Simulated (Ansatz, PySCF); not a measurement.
# Rock-salt MgS: smallest direct gap on the k points sampled by level of theory

No measured value is used here.

```
level (code)                    value (eV)  cell (Å³/atom)
-----------------------------  -----------  --------------
LDA (Ansatz)                    (withheld)           17.61
PBE (Ansatz)                          3.72           17.61
PBEsol (Ansatz)                       3.59           17.61
PBE-D3(BJ) (Ansatz)                   3.95           17.12
PBEsol-D3(BJ) (Ansatz)                3.99           16.76
rVV10 (Ansatz)                        3.54           17.98
r²SCAN-D4 (Ansatz)                    4.74           17.41
B3LYP (VWN-RPA form) (Ansatz)   (withheld)           17.61
r²SCAN0 (Ansatz)                (withheld)           17.61
Hartree–Fock (Ansatz)           (withheld)           17.61
G0W0@Hartree–Fock (PySCF)      7.21 ± 0.09           17.61
G0W0@PBE (PySCF)               5.25 ± 0.05           17.61
```

Task: Some entries are withheld; supply them.

Result: 
- LDA (Ansatz, a first-principles code), value (eV): 3.48
- B3LYP (VWN-RPA form) (Ansatz), value (eV): 5.31
- r²SCAN0 (Ansatz), value (eV): 6.09
- Hartree–Fock (Ansatz), value (eV): 11.74

At these levels the smallest gap is indirect and lower: LDA 2.56, PBE 2.79, PBEsol 2.70, PBE-D3(BJ) 2.85, PBEsol-D3(BJ) 2.80, rVV10 2.70, r²SCAN-D4 3.49, B3LYP (VWN-RPA form) 4.22, r²SCAN0 4.96, Hartree–Fock 10.33, G0W0@Hartree–Fock 6.27, G0W0@PBE 4.47 eV. Computed values are for a static lattice.  A ± on a computed value is a rough bar: the spread of its extrapolation, a floor set from checks against published values, or a statistical error. Values are at the measured cell; PBE-D3(BJ) at the level's own equilibrium cell; PBEsol-D3(BJ) at the level's own relaxed cell; rVV10 at the level's own relaxed cell; r²SCAN-D4 at the level's own equilibrium cell. Cutoffs and k meshes differ between the levels. Ansatz's density-functional and Hartree–Fock values are scalar-relativistic unless marked +SOC, with PAW data made under PBE.
